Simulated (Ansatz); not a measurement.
System: bcc K. Method: r²SCAN0 (plane waves, PAW; Ansatz, a first-principles code).

Settings: plane-wave cutoff 520 eV, 10×10×10 k mesh, Fermi–Dirac smearing 0.05 eV, scalar-relativistic PAW data made under PBE.

Energies at three volumes about the minimum:

```csv
V (Å³/atom),E − E_lowest (meV/atom)
75.384,0.46
76.639,0.00
79.250,0.45
```

Problem. Fit a parabola by hand: where is the minimum, what lattice constant follows, and what is the bulk modulus?

Solution. Slopes: (0.00 − 0.46)/(76.639 − 75.384) = -0.367 and (0.45 − 0.00)/(79.250 − 76.639) = 0.172 meV/Å³. Curvature E″ = 2 × (0.172 − (-0.367))/(79.250 − 75.384) = 0.279 meV/Å⁶. From the middle of the first interval, the slope vanishes at V0 = 76.0115 − (-0.367)/0.279 = 77.327 Å³/atom. B = V0 E″ = 77.327 × 0.279 meV/Å³ × 0.1602 GPa per meV/Å³ = 3.46 GPa. With 2 atoms in the cube, a = (2 × 77.327)^(1/3) = 5.368 Å. The full Birch–Murnaghan fit to all volumes gives V0 = 77.287 Å³/atom and B0 = 3.41 GPa.

Measured, for comparison: bulk modulus 3.75 GPa (corrected for temperature and zero-point phonon effects; as tabulated in Levämäki et al. (2014), arXiv:1402.3671); lattice constant a 5.212 Å (low-temperature or extrapolated to 0 K; zero-point anharmonic expansion removed; as tabulated in Csonka et al. (2009), arXiv:0903.4037). Computed (rounded) less measured: bulk modulus -9 %.
